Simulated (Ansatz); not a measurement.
Geometry optimisation, RKS B3LYP/6-31G* (Ansatz).

The input (input.yaml):

```yaml
crystal:
  periodic: [false, false, false]
  atoms:
    - { symbol: Si, position_ang: [-0.587604, 0.206561, -0.231266] }
    - { symbol: C, position_ang: [0.097952, -0.176768, 2.757324] }
    - { symbol: H, position_ang: [0.05413, -0.571958, 3.777737] }
    - { symbol: H, position_ang: [0.754117, -0.810717, 2.158838] }
    - { symbol: H, position_ang: [0.487083, 0.843588, 2.78426] }
    - { symbol: H, position_ang: [0.491125, 1.036998, 0.348994] }
    - { symbol: H, position_ang: [-0.630572, 0.527659, -1.687678] }
    - { symbol: H, position_ang: [-0.250047, -1.234356, -0.099869] }
    - { symbol: P, position_ang: [-2.572933, 0.793476, 0.547232] }
    - { symbol: H, position_ang: [-3.295818, 0.304534, -0.578578] }
    - { symbol: H, position_ang: [-2.840437, -0.361775, 1.332659] }
    - { symbol: H, position_ang: [-0.923097, -0.174243, 2.347747] }
basis:
  gaussian: { orbitals: "6-31G*" }
hamiltonian:
  xc: b3lyp
relax:
  f_tol: 0.03
  max_steps: 50
output:
  orbitals: {}
```

Command:

```bash
$ ansatz run input.yaml --threads 1 --pin off --max-ram 2048MiB --backend cpu --events-out ev --progress --plain --runs-dir out
```

Q: Where does it end, and by what steps?

A: The forces met the threshold. The force dipped under the threshold on the way, but the program's further checks kept it going. After 17 steps the energy has fallen by 0.331 eV; H12 moved furthest, 1.38 Å.

| step | energy less start (eV) | largest force component (eV/Å) | accepted |
| --- | --- | --- | --- |
| 0 | 0.0000 | 0.987 | yes |
| 1 | -0.2053 | 0.220 | yes |
| 2 | -0.2671 | 0.185 | yes |
| 3 | -0.2086 | 0.698 | no |
| 4 | -0.2883 | 0.109 | yes |
| 5 | -0.3026 | 0.083 | yes |
| 6 | -0.3151 | 0.197 | yes |
| 7 | -0.3205 | 0.233 | yes |
| 8 | -0.3221 | 0.087 | yes |
| 9 | -0.3265 | 0.025 | yes |
| 10 | -0.3277 | 0.078 | yes |
| 11 | -0.3212 | 0.414 | no |
| 12 | -0.3295 | 0.071 | yes |
| 13 | -0.3302 | 0.097 | yes |
| 14 | -0.3307 | 0.036 | yes |
| 15 | -0.3310 | 0.011 | yes |
| 16 | -0.3311 | 0.019 | yes |
| 17 | -0.3312 | 0.010 | yes |

```xyz
12
Properties=species:S:1:pos:R:3
Si -0.791 0.313 -1.074
C 0.306 -0.306 3.664
H 0.732 -0.669 4.602
H 0.698 -0.901 2.834
H 0.577 0.743 3.522
H 0.301 0.992 -0.328
H -0.782 0.798 -2.479
H -0.536 -1.153 -1.071
P -2.775 0.918 -0.130
H -3.549 -0.062 -0.817
H -2.615 0.110 1.033
H -0.783 -0.401 3.700
```

The run took 67 s on 1 thread of Arm Neoverse V1, on a shared host, peak memory 0.14 GiB.
